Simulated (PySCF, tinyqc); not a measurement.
Orbital energy against energy difference: ionisation energy by orbital energies and by energy differences in the cc-pvdz basis, for CH2, spin multiplicity 1. Computed by the program tinyqc with PySCF. The cation is unrestricted; errors are against CCSD(T) in this basis, not against experiment.

Geometry (angstrom):

| atom | x | y | z |
|---|---|---|---|
| C | 0.0000 | 0.0000 | 0.0000 |
| H | 0.0000 | 0.8150 | 0.6340 |
| H | 0.0000 | -0.8150 | 0.6340 |

CCSD(T) difference in the same basis = 10.1378 eV

IP-EOM-CCSD = 10.1146 eV

First vertical ionisation energy (eV):

| method | -e(HOMO) | E(cation) - E | error of -e(HOMO) | error of the difference |
|---|---|---|---|---|
| HF | 10.479 | 8.97876 | 0.341 | -1.159 |
| LDA | 5.312 | 10.41393 | -4.826 | 0.276 |
| PBE | 5.307 | 10.23068 | -4.831 | 0.093 |
| B3LYP | 6.563 | 10.34108 | -3.575 | 0.203 |
| PBE0 | 6.819 | 10.18118 | -3.319 | 0.043 |
| LC-wPBE | 9.828 | 10.28227 | -0.310 | 0.144 |

Estimate the missing row, method = CAM-B3LYP.

Computed row:
```
method     -e(HOMO)  E(cation) - E  error of -e(HOMO)  error of the difference
CAM-B3LYP     8.302       10.33309             -1.836                    0.195
```

Koopmans errs by +0.34 eV and Delta-HF by -1.16 eV: relaxation, 1.50 eV, lowers the value and the missing correlation difference works against it. The PBE level is off by -4.8 eV through the wrong tail of its potential, though its energy difference is off by +0.09 eV; exact exchange deepens the level, and among the orbital energies LC-wPBE comes closest; among the differences PBE0 does. The restricted reference is unstable here: a spin-polarised solution lies 0.0207 hartree lower (PySCF), so results built on it describe a poor reference.
